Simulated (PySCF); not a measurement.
**Telling isomers of C5H8O apart by NMR**

How the numbers were obtained: J couplings at B3LYP/pcJ-1 (spin–dipole term left out of most H,H and C,H couplings), geometry from PBE0-D3(BJ)/def2-SVP, GIAO PBE0/pcSseg-1 shieldings, in PySCF 2.14 (fast rotation and ring inversion assumed for equivalent nuclei, a single conformation, isolated molecule, non-relativistic).

Shifts are taken against calculated references (same method and geometry level): 1H, 13C vs TMS. Multiplet labels drop J under 1 Hz and among equivalent protons, and merge close values. Unscaled 3J(H,H) run several per cent high. Shifts are as computed. Against solution values, carbons near 30 ppm lie about +2 ppm off and those near 130 ppm about +5 ppm. Of 1211 compounds with measured shifts, 218 miss one by over three times the rms of a fit or turn the order of signals round; such compounds aren't used in these exercises.

(1) Tabulate the signals of `CC(=O)C1CC1`, `C=CC(=O)CC` and their relative energies.

(2) What is the quickest way to tell CC(=O)C1CC1 from C=CC(=O)CC?

Answers

(1) 
```json
{"SMILES": "CC(=O)C1CC1", "carbon types": "1×C 1×CH 2×CH2 1×CH3", "δC": "211.2, 33.0, 20.8, 13.7", "δH": "2.24 (s, 3H), 1.53 (tt, 1H), 0.97 (m, 2H), 0.75 (m, 2H)", "E rel. (kcal/mol)": "0.0"}
{"SMILES": "C=CC(=O)CC", "carbon types": "1×C 1×CH 2×CH2 1×CH3", "δC": "202.8, 147.3, 134.9, 31.5, 8.4", "δH": "6.33 (m, 1H), 6.27 (m, 1H), 6.22 (m, 1H), 2.50 (q, 2H), 1.07 (t, 3H)", "E rel. (kcal/mol)": "0.9"}
```

Energies are electronic energies at PBE0/pcSseg-1 on these geometries, without zero-point or thermal terms, each for the one conformer computed, which needn't be the lowest.

(2) Count the carbon signals: 4 against 5. The first has a three-membered-ring carbon (CH) at 20.8 ppm, the second an α carbon of a C=C–C=O unit (CH) at 147.3 ppm. Their most deshielded carbons lie at 211.2 and 202.8 ppm. In the proton spectra the most deshielded non-exchanging signals are 2.24 (s, 3H) and 6.33 (m, 1H).
